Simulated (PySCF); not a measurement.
Dipole moment of organic and small non-metal molecules, at PBE and at CAM-B3LYP.

Values in D, from PySCF. Where two bases are given, the first is that of PBE. CAM-B3LYP is a level with its own limits.

```
system                              basis   PBE  CAM-B3LYP  PBE − CAM-B3LYP
------------------------------  ---------  ----  ---------  ---------------
anthracene singlet               def2-SVP  0.00       0.00             0.00
neopentane singlet               def2-SVP  0.00       0.00             0.00
Cl[C]Cl singlet                 def2-TZVP  1.27       1.22             0.05
1,1,1-trifluoroethane singlet   def2-TZVP  2.10       2.30            -0.20
p-toluenesulfonic acid singlet   def2-SVP  4.45       4.81            -0.36
methane singlet                 def2-TZVP  0.00       0.00             0.00
[CH]Cl singlet                  def2-TZVP  1.68       1.67             0.01
BTBT singlet                     def2-SVP  0.00       0.00             0.00
octafluoropropane singlet       def2-TZVP  0.09       0.10            -0.01
FCl singlet                     def2-TZVP  0.87       1.07            -0.20
CC(C)(C)c1ccc(Cl)cc1 singlet     def2-SVP  1.94       2.04            -0.11
CC(C)(C)c1ccc(O)s1 singlet       def2-SVP  1.09       1.19            -0.10
CC(=O)c1ccc(O)cc1 singlet        def2-SVP  2.82       2.55             0.28
```

**Question.** What do these rows say about the size and sign of the difference from CAM-B3LYP?

**Answer.** The mean difference from CAM-B3LYP is -0.05 D (median 0.00) and the mean absolute one 0.10 D (median 0.05); PBE lies above in 7 and below in 6 of 13 cases. It is closest for BTBT singlet (0.00), methane singlet (0.00), anthracene singlet (0.00) and furthest off for p-toluenesulfonic acid singlet (-0.36), CC(=O)c1ccc(O)cc1 singlet (0.28), FCl singlet (-0.20).
